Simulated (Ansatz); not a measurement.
A calculation with Ansatz (development build ahead of 0.2.0).

```yaml
crystal:
  periodic: [false, false, false]
  atoms:
    - { symbol: "N", position_ang: [1.13844, 0.02539, 0.0375] }
    - { symbol: C, position_ang: [0.29439, 1.09755, -0.02112] }
    - { symbol: C, position_ang: [-1.02935, 0.71018, 0.01845] }
    - { symbol: C, position_ang: [-0.98513, -0.71592, -0.04968] }
    - { symbol: C, position_ang: [0.33317, -1.11523, 0.04983] }
    - { symbol: H, position_ang: [2.11246, -0.01688, 0.04476] }
    - { symbol: H, position_ang: [0.75334, 2.1018, -0.04482] }
    - { symbol: H, position_ang: [-1.85092, 1.32132, -0.02364] }
    - { symbol: H, position_ang: [-1.83093, -1.41052, -0.00051] }
    - { symbol: H, position_ang: [0.76599, -2.06591, 0.00163] }
basis:
  gaussian: { orbitals: def2-TZVP }
hamiltonian:
  xc: hf
correlation:
  method: mp2
  frozen_orbitals: { C: 1, H: 0, "N": 1 }
output:
  forces: true
```

The input is written out in the form of the current development build from the run's settings.

Output:

| Item | Value |
| --- | --- |
| Converged | yes |
| Reference energy | -208.87904 hartree |
| Correlation energy | -0.83265 hartree |
| Total energy | -209.71169 hartree |
| Spin squared of the determinant | 0.000 |
| Stability test | minimum among restricted orbitals |

Forces (eV/Å):
```tsv
atom	Fx	Fy	Fz
N1	-3.385	-1.348	-0.093
C2	1.180	2.030	0.384
C3	2.498	-2.176	-0.650
C4	-0.476	-0.337	0.939
C5	0.054	1.579	-0.485
H6	1.572	0.342	-0.020
H7	-0.546	-0.625	0.077
H8	-1.771	1.374	-0.069
H9	0.376	0.399	-0.150
H10	0.496	-1.237	0.066
```
